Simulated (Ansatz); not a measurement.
# BFH2O: the cost of one run

All numbers below are computed with Ansatz 0.2.0 (RKS PBE0-D4/def2-SVP).

## Step 1: Starting point

Bond lengths: B1–H2 1.190 Å, B1–F3 1.320 Å, B1–O4 1.410 Å, O4–H5 1.010 Å. Angles: H2–B1–F3 120.0°, H2–B1–O4 120.0°, F3–B1–O4 120.0°, B1–O4–H5 109.5°.

Structure file:

```xyz
5

B     0.0000    0.0000    0.0000
H     0.0000    0.0000    1.1900
F     1.1431    0.0000   -0.6600
O    -1.2211    0.0000   -0.7050
H    -1.7308   -0.8467   -0.4965
```

## Step 2: Preparing the start

File input.yaml:

```yaml
crystal:
  periodic: [false, false, false]
  atoms:
    - { symbol: B, position_ang: [0.0, 0.0, 0.0] }
    - { symbol: H, position_ang: [0.0, 0.0, 1.19] }
    - { symbol: F, position_ang: [1.1431, 0.0, -0.66] }
    - { symbol: O, position_ang: [-1.2211, 0.0, -0.705] }
    - { symbol: H, position_ang: [-1.7308, -0.8467, -0.4965] }
basis:
  gaussian: { orbitals: def2-SVP }
hamiltonian:
  xc: pbe0
  dispersion: d4
relax:
  f_tol: 0.02
  max_steps: 40
```

Launch:

```console
ansatz run input.yaml --threads 1 --pin off --max-ram 2048MiB --backend cpu --events-out ev --progress --plain --runs-dir out
```

**Question.** How long does this run take on 1 thread of Intel Xeon Platinum 8375C at 2.90GHz (Ice Lake), shared host, and how much memory does it need?

About 10 s, with a peak of 0.14 GiB.
